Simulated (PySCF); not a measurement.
C6H10.
Atom-mapped SMILES: `[CH3:1][C:2]1=[C:3]([CH3:4])[CH2:5][CH2:6]1`

Definitions: NICS(0) = −σiso at the ring centroid; NICS(1) = −σiso and NICS(1)zz = −σzz at ±1 Å along the ring normal z. Level: GIAO PBE0/pcSseg-1 (PySCF, non-relativistic, gas phase) on the GFN2-xTB geometry, one conformer.

Ring bond lengths (Å), with Mayer bond orders in brackets: C2–C3 1.336 (1.77), C3–C5 1.510 (1.09), C5–C6 1.550 (1.08), C6–C2 1.510 (1.09).

Q: What do the NICS probes read (ppm)?

A: 
| ring | type | NICS(0) | NICS(1), two faces | NICS(1)zz, two faces | rms pucker (Å) | centre to ring atoms, mean (Å) |
| --- | --- | --- | --- | --- | --- | --- |
| C2–C3–C5–C6 | 4-membered carbocycle; formal bonds 1 double, 3 single | -0.3 | -2.6 / -2.7 | -0.2 / -0.2 | 0.00 | 1.04 |

Q: What can be read from them?

A: 
- C2–C3–C5–C6: mean NICS(1)zz -0.2 ppm, near zero. C5, C6 have four or more neighbours, so the value isn't read as a sign of a π ring current.

Q: How shielded are the nuclei of the rings and their hydrogens (means over atoms taken as equivalent)?

A: 
```tsv
atoms	environment	σ isotropic (ppm)
C2 (×2)	fully substituted alkene carbon	41.7
C5 (×2)	allylic carbon	155.3
H on C5 (×4)	methylene hydrogen	29.44
```
